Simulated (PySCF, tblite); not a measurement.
**Be2H4, a complex of two parts: NMR shifts, interaction energy, infrared bands, spin-spin couplings, core binding energies and electronic excitations**

The task here is to estimate one member of a computed series from the others.

Computed with tblite 0.8.0 and PySCF 2.14.0; each step states its level. No surroundings beyond the atoms listed, unless a continuum is named. Atoms count from 0, parts from 1.

## The system as given

6 atoms, charge 0, multiplicity 1; geometry: rigid parts in contact. Parts: 1 = atoms 0–2, `[BeH2]`, charge 0; 2 = atoms 3–5, `[BeH2]`, charge 0.

Set-up of the first run:

What the job is given:

```
{"job": {"kind": "dock", "xc": "GFN2-xTB", "basis": "xTB"}, "charge": 0, "multiplicity": 1, "parts": [{"atoms": "0-2", "charge": 0, "multiplicity": 1}, {"atoms": "3-5", "charge": 0, "multiplicity": 1}]}
Be    -0.000014    -0.000156     0.000029
H      0.562707    -0.276527    -1.115208
H     -0.562692     0.276683     1.115179
Be    -1.540860     1.615609    -0.484557
H     -0.545629     2.166318    -1.070240
H     -2.536393     1.065210     0.100918
```

Level: GFN2-xTB search for minima from random contacts, gas phase.

Launch:

```sh
OMP_NUM_THREADS=1 python cluster_run.py task.json out
```

The driver reads the jobs from task.json and runs them one after another.

Among the steps run: Search for minima with GFN2-xTB; Relaxing the molecule at PBE0-D3(BJ)/def2-TZVPD; Nuclear shieldings: PBE0/pcSseg-3; Coupled-cluster interaction energy: CCSD(T) and MP2.

One table of the session follows, with a row left open; its other results are not shown here.

It belongs to the step «Coupled-cluster interaction energy: CCSD(T) and MP2». 

```
                 method  interaction energy (kcal/mol)
         HF/aug-cc-pVDZ                         -55.12
        MP2/aug-cc-pVDZ                         -59.45
       CCSD/aug-cc-pVDZ                         -58.00
    CCSD(T)/aug-cc-pVDZ                         -58.60
         HF/aug-cc-pVQZ                         -56.04
        MP2/aug-cc-pVQZ                         -62.74
    SCS-MP2/aug-cc-pVQZ                         -60.95
      MP2, extrapolated                         -63.16
CCSD(T), limit estimate                              ?
```

Q: Estimate the row for CCSD(T), limit estimate from the others.

As computed: interaction energy (kcal/mol): -62.31. In the column «interaction energy (kcal/mol)» it lies between MP2/aug-cc-pVQZ (-62.74) and SCS-MP2/aug-cc-pVQZ (-60.95).

The parts are deformed by 29.43 kcal/mol, far from their own shapes, so the interaction energy overstates the binding by that much, and the relaxed parts may be other isomers.

Limits of these values: The interaction energy leaves out the deformation of the parts, 29.43 kcal/mol at MP2. So large a deformation means that a part is far from its own minimum, so a sum across the two methods would be rough.
